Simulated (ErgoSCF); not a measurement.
# C2H2F (SMILES [H]/[C]=C\F) at UKT1/DunningTZ, part 2 of 2

ErgoSCF 3.8.

### Step 3. The distorted shape, same level

File molecule.xyz:

```xyz
5

C      0.114437    -0.716171     0.339659
C     -0.179393     0.517157     0.165787
F      0.415600     1.101227    -1.054712
H      0.753985    -1.404944     0.320301
H     -1.112249     0.875228     0.578314
```

File run.inp:

```
set_nthreads(1)
scf.max_number_of_iterations = 150
XC.type = "GC2"
scf.output_mulliken_pop = 1
basis = "DunningTZ"
tmpdir = "."
spin_polarization = 1
scf.use_diagonalization = 1
scf.convergence_threshold = 1e-06
molecule "molecule.xyz"
run "KT1"
```

On the command line:

```sh
$ ergo run.inp
```

The program printed:

```text
INMA ERGO version 3.8
INMA reading input from file run.inp
INMA  max_number_of_iterations := 150
INMA  type := GC2
INMA  output_mulliken_pop := 1
INMA  basis := DunningTZ
INMA Basis really set to DunningTZ
INMA  spin_polarization := 1
INMA  use_diagonalization := 1
INMA  convergence_threshold := 1e-06
INMA running KT1
INDF      This is a DFT calculation of type: KT1
INDF Weighted mixed functional:
INDF                       VWN:    1.00000
INDF                        KT:   -0.00600
INDF                    Slater:    1.00000
INMA Running KT1
INSC SCF_general constructor, number of basis functions: 48
INSC Min internuclear distance:      1.77655 a.u.  =      0.94011 Angstrom
INSC Max internuclear distance:      5.58943 a.u.  =      2.95780 Angstrom
INSC Euclidean norm of overlap matrix =          5.24455676449  (acc 1.49e-08)
INSC Euclidean norm of invCholFactor after truncation =         14.90912963829
INSC Beginning of SCF cycle 1
INDF Grid for charge 6: 42 radial points, 7680 total, r=21.435897
INDF Grid for charge 9: 42 radial points, 8100 total, r=21.435897
INDF Grid for charge 1: 37 radial points, 3746 total, r=20.545239
INDF Generating GC2 grid Radint = 5e-09 AngInt: [ 6 29 ]
INDF Grid pruned from 30952 to 29721 grid points.
INDF Electrons:  23.0000171   7e-07:  U-xc energy -15.707081 (serial)
INSC nuclearEnergy, energy_2el, energy = 59.905330, 92.874055, -116.137647
INSC Energy   1 =       -116.13764684526
INSC maxabs FDS-SDF (alpha) is     6.33
INSC maxabs FDS-SDF (beta ) is      5.8
INDE E_HOMO =         -0.69564642544
INDE E_LUMO =         -0.53011536517
INDE E_HOMO =         -0.84038085346
INDE E_LUMO =         -0.68167697328
INSC <S2>_exact =   0.750, <S2> =          0.75007148742
INSC Beginning of SCF cycle 2
INDF Electrons:  23.0000080   3e-07:  U-xc energy -28.993797 (serial)
INSC nuclearEnergy, energy_2el, energy = 59.905330, 159.321843, -167.790831
INSC Energy   2 =       -167.79083138700
INSC maxabs FDS-SDF (alpha) is      1.2
INSC maxabs FDS-SDF (beta ) is      1.2
INSC using DIIS to get combined Fock matrix, number of iters used for DIIS:  2
INDE E_HOMO =          0.09609350352
INDE E_LUMO =          0.20416263774
INDE E_HOMO =          0.05016280394
INDE E_LUMO =          0.12140813481
INSC <S2>_exact =   0.750, <S2> =          0.76143430645
INSC Beginning of SCF cycle 3
INDF Electrons:  22.9997888  -9e-06:  U-xc energy -21.979699 (serial)
INSC nuclearEnergy, energy_2el, energy = 59.905330, 99.717345, -145.078792
INSC Energy   3 =       -145.07879174188  ( diff     22.712039645121905 )
INSC maxabs FDS-SDF (alpha) is    0.801
INSC maxabs FDS-SDF (beta ) is    0.801
INSC restarting DIIS because energy did not improve.
INSC mixing best Fock matrix so far with next one, stepLength =   0.400000
INDE E_HOMO =         -0.31189300695
INDE E_LUMO =         -0.08168951007
INDE E_HOMO =         -0.51659124931
INDE E_LUMO =         -0.30183586190
INSC <S2>_exact =   0.750, <S2> =          0.75258915174
INSC Beginning of SCF cycle 4
INDF Electrons:  23.0000112   5e-07:  U-xc energy -26.157826 (serial)
INSC nuclearEnergy, energy_2el, energy = 59.905330, 134.577738, -175.453758
INSC Energy   4 =       -175.45375772434  ( diff     -7.662926337340139 )
INSC maxabs FDS-SDF (alpha) is    0.511
INSC maxabs FDS-SDF (beta ) is    0.527
INSC mixing best Fock matrix so far with next one, stepLength =   0.400000
INSC increased steplength by factor 1.1, stepLength =   0.440000
INDE E_HOMO =         -0.14626880164
INDE E_LUMO =         -0.03310877628
INDE E_HOMO =         -0.27734116603
INDE E_LUMO =         -0.12999474330
INSC <S2>_exact =   0.750, <S2> =          0.75253863700
INSC Beginning of SCF cycle 5
INDF Electrons:  23.0000167   7e-07:  U-xc energy -24.415435 (serial)
INSC nuclearEnergy, energy_2el, energy = 59.905330, 125.117792, -178.405043
INSC Energy   5 =       -178.40504345437  ( diff     -2.951285730028360 )
INSC maxabs FDS-SDF (alpha) is    0.299
INSC maxabs FDS-SDF (beta ) is    0.207
INSC mixing best Fock matrix so far with next one, stepLength =   0.440000
INSC increased steplength by factor 1.1, stepLength =   0.484000
INDE E_HOMO =         -0.23744199125
INDE E_LUMO =         -0.02720592696
INDE E_HOMO =         -0.24883745672
INDE E_LUMO =         -0.20769117430
INSC <S2>_exact =   0.750, <S2> =          0.75139395309
INSC Beginning of SCF cycle 6
INDF Electrons:  23.0000146   6e-07:  U-xc energy -23.971319 (serial)
INSC nuclearEnergy, energy_2el, energy = 59.905330, 119.995800, -178.780769
INSC Energy   6 =       -178.78076893619  ( diff     -0.375725481816801 )
INSC maxabs FDS-SDF (alpha) is    0.134
INSC maxabs FDS-SDF (beta ) is     0.15
INSC mixing best Fock matrix so far with next one, stepLength =   0.484000
INSC increased steplength by factor 1.1, stepLength =   0.532400
INDE E_HOMO =         -0.18264141026
INDE E_LUMO =         -0.04956471779
INDE E_HOMO =         -0.26391250166
INDE E_LUMO =         -0.14490793169
INSC <S2>_exact =   0.750, <S2> =          0.75105330598
INSC Beginning of SCF cycle 7
INDF Electrons:  23.0000151   7e-07:  U-xc energy -24.303853 (serial)
INSC nuclearEnergy, energy_2el, energy = 59.905330, 124.294348, -178.852724
INSC Energy   7 =       -178.85272439028  ( diff     -0.071955454087913 )
INSC maxabs FDS-SDF (alpha) is    0.154
INSC maxabs FDS-SDF (beta ) is    0.105
INSC mixing best Fock matrix so far with next one, stepLength =   0.532400
INSC increased steplength by factor 1.1, stepLength =   0.585640
INDE E_HOMO =         -0.24045487965
INDE E_LUMO =         -0.04456541286
INDE E_HOMO =         -0.24013248026
INDE E_LUMO =         -0.19897794035
INSC <S2>_exact =   0.750, <S2> =          0.75212505885
INSC Beginning of SCF cycle 8
INDF Electrons:  23.0000148   6e-07:  U-xc energy -23.817854 (serial)
INSC nuclearEnergy, energy_2el, energy = 59.905330, 119.439932, -178.767566
INSC Energy   8 =       -178.76756589646  ( diff      0.085158493820586 )
INSC maxabs FDS-SDF (alpha) is    0.162
INSC maxabs FDS-SDF (beta ) is    0.176
INSC restarting DIIS because energy did not improve.
INSC changing stepLength from   0.585640 to   0.292820
INSC mixing best Fock matrix so far with next one, stepLength =   0.292820
INDE E_HOMO =         -0.22164375788
INDE E_LUMO =         -0.05708450127
INDE E_HOMO =         -0.25178657686
INDE E_LUMO =         -0.17160542382
INSC <S2>_exact =   0.750, <S2> =          0.75159278195
INSC Beginning of SCF cycle 9
INDF Electrons:  23.0000146   6e-07:  U-xc energy -24.036744 (serial)
INSC nuclearEnergy, energy_2el, energy = 59.905330, 121.595733, -179.068797
INSC Energy   9 =       -179.06879707579  ( diff     -0.216072685513950 )
INSC maxabs FDS-SDF (alpha) is   0.0351
INSC maxabs FDS-SDF (beta ) is    0.035
INSC mixing best Fock matrix so far with next one, stepLength =   0.292820
INSC increased steplength by factor 1.1, stepLength =   0.322102
INDE E_HOMO =         -0.22095843327
INDE E_LUMO =         -0.06071094346
INDE E_HOMO =         -0.25564132077
INDE E_LUMO =         -0.16596421618
INSC <S2>_exact =   0.750, <S2> =          0.75213673682
INSC Beginning of SCF cycle 10
INDF Electrons:  23.0000145   6e-07:  U-xc energy -24.070132 (serial)
INSC nuclearEnergy, energy_2el, energy = 59.905330, 122.018400, -179.074119
INSC Energy  10 =       -179.07411875194  ( diff     -0.005321676145059 )
INSC maxabs FDS-SDF (alpha) is   0.0266
INSC maxabs FDS-SDF (beta ) is   0.0267
INSC mixing best Fock matrix so far with next one, stepLength =   0.322102
INSC increased steplength by factor 1.1, stepLength =   0.354312
INDE E_HOMO =         -0.22524633724
INDE E_LUMO =         -0.06211925307
INDE E_HOMO =         -0.25670751639
INDE E_LUMO =         -0.16551827112
INSC <S2>_exact =   0.750, <S2> =          0.75288041333
INSC Beginning of SCF cycle 11
INDF Electrons:  23.0000145   6e-07:  U-xc energy -24.061548 (serial)
INSC nuclearEnergy, energy_2el, energy = 59.905330, 121.980594, -179.074594
INSC Energy  11 =       -179.07459368444  ( diff     -0.000474932500651 )
INSC maxabs FDS-SDF (alpha) is   0.0172
INSC maxabs FDS-SDF (beta ) is   0.0173
INSC mixing best Fock matrix so far with next one, stepLength =   0.354312
INSC increased steplength by factor 1.1, stepLength =   0.389743
INDE E_HOMO =         -0.22703974921
INDE E_LUMO =         -0.06262611297
INDE E_HOMO =         -0.25725741511
INDE E_LUMO =         -0.16371654622
INSC <S2>_exact =   0.750, <S2> =          0.75371357519
INSC Beginning of SCF cycle 12
INDF Electrons:  23.0000144   6e-07:  U-xc energy -24.061598 (serial)
INSC nuclearEnergy, energy_2el, energy = 59.905330, 122.013971, -179.074793
INSC Energy  12 =       -179.07479291528  ( diff     -0.000199230838746 )
INSC maxabs FDS-SDF (alpha) is    0.011
INSC maxabs FDS-SDF (beta ) is   0.0111
INSC mixing best Fock matrix so far with next one, stepLength =   0.389743
INSC increased steplength by factor 1.1, stepLength =   0.428718
INDE E_HOMO =         -0.22845322944
INDE E_LUMO =         -0.06267820960
INDE E_HOMO =         -0.25727606023
INDE E_LUMO =         -0.16232717977
INSC <S2>_exact =   0.750, <S2> =          0.75459731921
INSC Beginning of SCF cycle 13
INDF Electrons:  23.0000144   6e-07:  U-xc energy -24.058958 (serial)
INSC nuclearEnergy, energy_2el, energy = 59.905330, 122.010161, -179.074895
INSC Energy  13 =       -179.07489541363  ( diff     -0.000102498350600 )
INSC maxabs FDS-SDF (alpha) is  0.00645
INSC maxabs FDS-SDF (beta ) is  0.00651
INSC using DIIS to get combined Fock matrix, number of iters used for DIIS:  1
INDE E_HOMO =         -0.23018357928
INDE E_LUMO =         -0.06237794408
INDE E_HOMO =         -0.25711307227
INDE E_LUMO =         -0.15931307830
INSC <S2>_exact =   0.750, <S2> =          0.75679203044
INSC Beginning of SCF cycle 14
INDF Electrons:  23.0000143   6e-07:  U-xc energy -24.057313 (serial)
INSC nuclearEnergy, energy_2el, energy = 59.905330, 122.025894, -179.074988
INSC Energy  14 =       -179.07498825993  ( diff     -0.000092846303687 )
INSC maxabs FDS-SDF (alpha) is 0.000907
INSC maxabs FDS-SDF (beta ) is 0.000595
INSC using DIIS to get combined Fock matrix, number of iters used for DIIS:  2
INDE E_HOMO =         -0.23063330255
INDE E_LUMO =         -0.06185604180
INDE E_HOMO =         -0.25657855699
INDE E_LUMO =         -0.15889043046
INSC <S2>_exact =   0.750, <S2> =          0.75799102086
INSC Beginning of SCF cycle 15
INDF Electrons:  23.0000143   6e-07:  U-xc energy -24.054411 (serial)
INSC nuclearEnergy, energy_2el, energy = 59.905330, 121.992472, -179.074985
INSC Energy  15 =       -179.07498502240  ( diff      0.000003237533974 )
INSC maxabs FDS-SDF (alpha) is  0.00133
INSC maxabs FDS-SDF (beta ) is   0.0014
INSC restarting DIIS because energy did not improve.
INSC mixing best Fock matrix so far with next one, stepLength =   0.428718
INDE E_HOMO =         -0.23038815985
INDE E_LUMO =         -0.06214270669
INDE E_HOMO =         -0.25687074100
INDE E_LUMO =         -0.15912106635
INSC <S2>_exact =   0.750, <S2> =          0.75732298373
INSC Beginning of SCF cycle 16
INDF Electrons:  23.0000143   6e-07:  U-xc energy -24.055991 (serial)
INSC nuclearEnergy, energy_2el, energy = 59.905330, 122.010682, -179.074998
INSC Energy  16 =       -179.07499791629  ( diff     -0.000009656363204 )
INSC maxabs FDS-SDF (alpha) is 0.000398
INSC maxabs FDS-SDF (beta ) is 0.000613
INSC mixing best Fock matrix so far with next one, stepLength =   0.428718
INSC increased steplength by factor 1.1, stepLength =   0.471590
INDE E_HOMO =         -0.23029160825
INDE E_LUMO =         -0.06202926862
INDE E_HOMO =         -0.25684015119
INDE E_LUMO =         -0.15879314943
INSC <S2>_exact =   0.750, <S2> =          0.75775116811
INSC Beginning of SCF cycle 17
INDF Electrons:  23.0000143   6e-07:  U-xc energy -24.057116 (serial)
INSC nuclearEnergy, energy_2el, energy = 59.905330, 122.020249, -179.075003
INSC Energy  17 =       -179.07500338994  ( diff     -0.000005473645615 )
INSC maxabs FDS-SDF (alpha) is 0.000476
INSC maxabs FDS-SDF (beta ) is 0.000257
INSC mixing best Fock matrix so far with next one, stepLength =   0.471590
INSC increased steplength by factor 1.1, stepLength =   0.518748
INDE E_HOMO =         -0.23043493438
INDE E_LUMO =         -0.06193410542
INDE E_HOMO =         -0.25674658383
INDE E_LUMO =         -0.15871224653
INSC <S2>_exact =   0.750, <S2> =          0.75813173480
INSC Beginning of SCF cycle 18
INDF Electrons:  23.0000143   6e-07:  U-xc energy -24.056523 (serial)
INSC nuclearEnergy, energy_2el, energy = 59.905330, 122.013251, -179.075007
INSC Energy  18 =       -179.07500665137  ( diff     -0.000003261431317 )
INSC maxabs FDS-SDF (alpha) is 0.000178
INSC maxabs FDS-SDF (beta ) is 0.000346
INSC mixing best Fock matrix so far with next one, stepLength =   0.518748
INSC increased steplength by factor 1.1, stepLength =   0.570623
INDE E_HOMO =         -0.23038685042
INDE E_LUMO =         -0.06187831996
INDE E_HOMO =         -0.25674739621
INDE E_LUMO =         -0.15852241236
INSC <S2>_exact =   0.750, <S2> =          0.75845549950
INSC Beginning of SCF cycle 19
INDF Electrons:  23.0000143   6e-07:  U-xc energy -24.057273 (serial)
INSC nuclearEnergy, energy_2el, energy = 59.905330, 122.019762, -179.075009
INSC Energy  19 =       -179.07500853554  ( diff     -0.000001884168540 )
INSC maxabs FDS-SDF (alpha) is 0.000321
INSC maxabs FDS-SDF (beta ) is 0.000181
INSC mixing best Fock matrix so far with next one, stepLength =   0.570623
INSC increased steplength by factor 1.1, stepLength =   0.627686
INDE E_HOMO =         -0.23052351065
INDE E_LUMO =         -0.06182432363
INDE E_HOMO =         -0.25668356843
INDE E_LUMO =         -0.15851921668
INSC <S2>_exact =   0.750, <S2> =          0.75872325038
INSC Beginning of SCF cycle 20
INDF Electrons:  23.0000143   6e-07:  U-xc energy -24.056611 (serial)
INSC nuclearEnergy, energy_2el, energy = 59.905330, 122.012623, -179.075009
INSC Energy  20 =       -179.07500943146  ( diff     -0.000000895922426 )
INSC maxabs FDS-SDF (alpha) is 0.000221
INSC maxabs FDS-SDF (beta ) is 0.000266
INSC using DIIS to get combined Fock matrix, number of iters used for DIIS:  1
INDE E_HOMO =         -0.23035506440
INDE E_LUMO =         -0.06178901707
INDE E_HOMO =         -0.25674763716
INDE E_LUMO =         -0.15825289072
INSC <S2>_exact =   0.750, <S2> =          0.75905824558
INSC Beginning of SCF cycle 21
INDF Electrons:  23.0000143   6e-07:  U-xc energy -24.058251 (serial)
INSC nuclearEnergy, energy_2el, energy = 59.905330, 122.027997, -179.075006
INSC Energy  21 =       -179.07500580458  ( diff      0.000003626877060 )
INSC maxabs FDS-SDF (alpha) is  0.00065
INSC maxabs FDS-SDF (beta ) is 0.000658
INSC restarting DIIS because energy did not improve.
INSC mixing best Fock matrix so far with next one, stepLength =   0.627686
INDE E_HOMO =         -0.23041781816
INDE E_LUMO =         -0.06180217031
INDE E_HOMO =         -0.25672357990
INDE E_LUMO =         -0.15835192728
INSC <S2>_exact =   0.750, <S2> =          0.75893268788
INSC Beginning of SCF cycle 22
INDF Electrons:  23.0000143   6e-07:  U-xc energy -24.057640 (serial)
INSC nuclearEnergy, energy_2el, energy = 59.905330, 122.022273, -179.075009
INSC Energy  22 =       -179.07500936874  ( diff      0.000000062723814 )
INSC maxabs FDS-SDF (alpha) is 0.000366
INSC maxabs FDS-SDF (beta ) is 0.000323
INSC restarting DIIS because energy did not improve.
INSC changing stepLength from   0.627686 to   0.313843
INSC mixing best Fock matrix so far with next one, stepLength =   0.313843
INDE E_HOMO =         -0.23047068086
INDE E_LUMO =         -0.06181325040
INDE E_HOMO =         -0.25670348855
INDE E_LUMO =         -0.15843552141
INSC <S2>_exact =   0.750, <S2> =          0.75882761710
INSC Beginning of SCF cycle 23
INDF Electrons:  23.0000143   6e-07:  U-xc energy -24.057126 (serial)
INSC nuclearEnergy, energy_2el, energy = 59.905330, 122.017449, -179.075010
INSC Energy  23 =       -179.07501033404  ( diff     -0.000000902577369 )
INSC maxabs FDS-SDF (alpha) is 0.000135
INSC maxabs FDS-SDF (beta ) is 5.96e-05
INSC mixing best Fock matrix so far with next one, stepLength =   0.313843
INSC increased steplength by factor 1.1, stepLength =   0.345227
INDE E_HOMO =         -0.23049725982
INDE E_LUMO =         -0.06179832284
INDE E_HOMO =         -0.25669161220
INDE E_LUMO =         -0.15842310851
INSC <S2>_exact =   0.750, <S2> =          0.75891619288
INSC Beginning of SCF cycle 24
INDF Electrons:  23.0000143   6e-07:  U-xc energy -24.057040 (serial)
INSC nuclearEnergy, energy_2el, energy = 59.905330, 122.016419, -179.075011
INSC Energy  24 =       -179.07501058618  ( diff     -0.000000252145611 )
INSC maxabs FDS-SDF (alpha) is 6.61e-05
INSC maxabs FDS-SDF (beta ) is 8.49e-05
INSC mixing best Fock matrix so far with next one, stepLength =   0.345227
INSC increased steplength by factor 1.1, stepLength =   0.379750
INDE E_HOMO =         -0.23050478408
INDE E_LUMO =         -0.06178607546
INDE E_HOMO =         -0.25668786706
INDE E_LUMO =         -0.15839860683
INSC <S2>_exact =   0.750, <S2> =          0.75899814070
INSC Beginning of SCF cycle 25
INDF Electrons:  23.0000143   6e-07:  U-xc energy -24.057084 (serial)
INSC nuclearEnergy, energy_2el, energy = 59.905330, 122.016685, -179.075011
INSC Energy  25 =       -179.07501075895  ( diff     -0.000000172766647 )
INSC maxabs FDS-SDF (alpha) is 6.54e-05
INSC maxabs FDS-SDF (beta ) is 6.11e-05
INSC mixing best Fock matrix so far with next one, stepLength =   0.379750
INSC increased steplength by factor 1.1, stepLength =   0.417725
INDE E_HOMO =         -0.23051600336
INDE E_LUMO =         -0.06177472480
INDE E_HOMO =         -0.25668285928
INDE E_LUMO =         -0.15838051968
INSC <S2>_exact =   0.750, <S2> =          0.75907260596
INSC Beginning of SCF cycle 26
INDF Electrons:  23.0000143   6e-07:  U-xc energy -24.057091 (serial)
INSC nuclearEnergy, energy_2el, energy = 59.905330, 122.016606, -179.075011
INSC Energy  26 =       -179.07501088498  ( diff     -0.000000126024560 )
INSC maxabs FDS-SDF (alpha) is 4.84e-05
INSC maxabs FDS-SDF (beta ) is 5.21e-05
INSC mixing best Fock matrix so far with next one, stepLength =   0.417725
INSC increased steplength by factor 1.1, stepLength =   0.459497
INDE E_HOMO =         -0.23052404749
INDE E_LUMO =         -0.06176489917
INDE E_HOMO =         -0.25667935103
INDE E_LUMO =         -0.15836344886
INSC <S2>_exact =   0.750, <S2> =          0.75913871364
INSC Beginning of SCF cycle 27
INDF Electrons:  23.0000143   6e-07:  U-xc energy -24.057111 (serial)
INSC nuclearEnergy, energy_2el, energy = 59.905330, 122.016667, -179.075011
INSC Energy  27 =       -179.07501097332  ( diff     -0.000000088345189 )
INSC maxabs FDS-SDF (alpha) is 4.02e-05
INSC maxabs FDS-SDF (beta ) is  3.9e-05
INSC using DIIS to get combined Fock matrix, number of iters used for DIIS:  1
INDE E_HOMO =         -0.23054131995
INDE E_LUMO =         -0.06174632808
INDE E_HOMO =         -0.25667211250
INDE E_LUMO =         -0.15833390257
INSC <S2>_exact =   0.750, <S2> =          0.75926353708
INSC Beginning of SCF cycle 28
INDF Electrons:  23.0000143   6e-07:  U-xc energy -24.057130 (serial)
INSC nuclearEnergy, energy_2el, energy = 59.905330, 122.016618, -179.075011
INSC Energy  28 =       -179.07501108100  ( diff     -0.000000107678460 )
INSC maxabs FDS-SDF (alpha) is 1.62e-05
INSC maxabs FDS-SDF (beta ) is  2.1e-05
INSC using DIIS to get combined Fock matrix, number of iters used for DIIS:  2
INDE E_HOMO =         -0.23055028657
INDE E_LUMO =         -0.06173012501
INDE E_HOMO =         -0.25666887033
INDE E_LUMO =         -0.15830380692
INSC <S2>_exact =   0.750, <S2> =          0.75937762372
INSC Beginning of SCF cycle 29
INDF Electrons:  23.0000143   6e-07:  U-xc energy -24.057194 (serial)
INSC nuclearEnergy, energy_2el, energy = 59.905330, 122.017028, -179.075011
INSC Energy  29 =       -179.07501110920  ( diff     -0.000000028201924 )
INSC maxabs FDS-SDF (alpha) is 1.91e-05
INSC maxabs FDS-SDF (beta ) is 1.99e-05
INSC using DIIS to get combined Fock matrix, number of iters used for DIIS:  3
INDE E_HOMO =         -0.23055528425
INDE E_LUMO =         -0.06172929615
INDE E_HOMO =         -0.25666681028
INDE E_LUMO =         -0.15830696548
INSC <S2>_exact =   0.750, <S2> =          0.75938048698
INSC Beginning of SCF cycle 30
INDF Electrons:  23.0000143   6e-07:  U-xc energy -24.057160 (serial)
INSC nuclearEnergy, energy_2el, energy = 59.905330, 122.016694, -179.075011
INSC Energy  30 =       -179.07501111366  ( diff     -0.000000004455842 )
INSC maxabs FDS-SDF (alpha) is 2.05e-07
INSC maxabs FDS-SDF (beta ) is 3.11e-07
RESC CONVERGED after  30 iterations.
RESC FINAL ENERGY:       -179.07501111366
RESC FINAL <S2> =          0.75938048698
TISC Main SCF loop took     19.87 usr cpu s       0.07 sys cpu s      20.00 wall s
INSC SCF: dipole_moment_x [atomic units] =      -0.23182271
INSC SCF: dipole_moment_y [atomic units] =      -0.40132725
INSC SCF: dipole_moment_z [atomic units] =       0.54954338
INSC Sum of Mulliken charges (electrons):      23.0000000
INSC Mulliken charge of atom 0 =      -0.2335593
INSC Mulliken charge of atom 1 =      -0.0551988
INSC Mulliken charge of atom 2 =      -0.2388751
INSC Mulliken charge of atom 3 =       0.2655321
INSC Mulliken charge of atom 4 =       0.2621010
INSC Sum of Mulliken atomic charges:      -0.0000000
INSC Mulliken spin density of atom 0 =       1.0137825
INSC Mulliken spin density of atom 1 =      -0.1167877
INSC Mulliken spin density of atom 2 =       0.1087103
INSC Mulliken spin density of atom 3 =      -0.0247273
INSC Mulliken spin density of atom 4 =       0.0190222
INSC Sum of Mulliken atomic spin densities:       1.0000000
```

It took 21 s on 1 thread of Intel Xeon at 2.50GHz (Skylake/Cascade Lake), shared host.

### Step 4. Outcome

The summary covers parts 1 to 2.

Level: UKT1/DunningTZ.

| quantity | value |
| --- | --- |
| first shape: total energy | -179.10288 Eh |
| first shape: dipole moment | 1.20 D |
| first shape: ⟨S²⟩ | 0.758 |
| distorted shape: total energy | -179.07501 Eh |
| distorted shape: dipole moment | 1.83 D |
| distorted shape: ⟨S²⟩ | 0.759 |
| energy change with the atoms displaced | 0.758 eV |

In words: With the atoms displaced the energy rises by 0.76 eV (17.5 kcal/mol). The first shape isn't relaxed at this level, so the change isn't measured from a minimum. Mulliken charges (first shape) run from -0.25 on C1 to +0.27 on H4.
